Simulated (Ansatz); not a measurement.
The same path of BH$_{5}$S (7 atoms, charge 0, multiplicity 1) was run twice with different band settings. Lost on the way: B1–H2, S5–H7. Made: H2–H7.

The calculation used Ansatz, RKS r2SCAN/cc-pVDZ.

Relaxed end points:

```xyz
7
Properties=species:S:1:pos:R:3
B 0.032 -0.013 0.072
H 0.350 0.680 1.021
H 0.856 -0.040 -0.823
H -1.132 0.028 -0.263
S 0.325 -1.840 0.866
H -0.242 -2.672 -0.049
H -0.725 -1.981 1.719
```

```xyz
7
Properties=species:S:1:pos:R:3
B 0.104 -0.675 -0.574
H -0.357 0.561 2.593
H 1.014 0.111 -0.603
H -1.045 -0.353 -0.710
S 0.569 -2.376 -0.316
H -0.668 -2.940 -0.346
H -0.153 -0.165 2.499
```

Common settings: movable images 5; climbing image yes; spring 5.0 eV/Å²; optimiser quadratic models (default); start path through a guess of the saddle point; iteration limit 60; end points relaxed.

| run | force threshold |
| --- | --- |
| 1 | 0.03 eV/Å |
| 2 | 0.5 eV/Å |

Q: What does each run give, and how far can it be trusted?

A: Run 1: converged after 11 iterations, highest image 0.573 eV above the first end. A vibrational analysis at the climbing image gives one clearly imaginary mode, 594i cm⁻¹: a first-order saddle point.
Run 2: converged after 7 iterations, highest image 0.592 eV above the first end. The threshold of 0.5 eV/Å is loose, so the images may lie well off the minimum-energy path. The order of the stationary point at the top wasn't checked.
The orbitals stay closed-shell, which can raise the energy where a bond breaks towards radicals; this wasn't checked here.
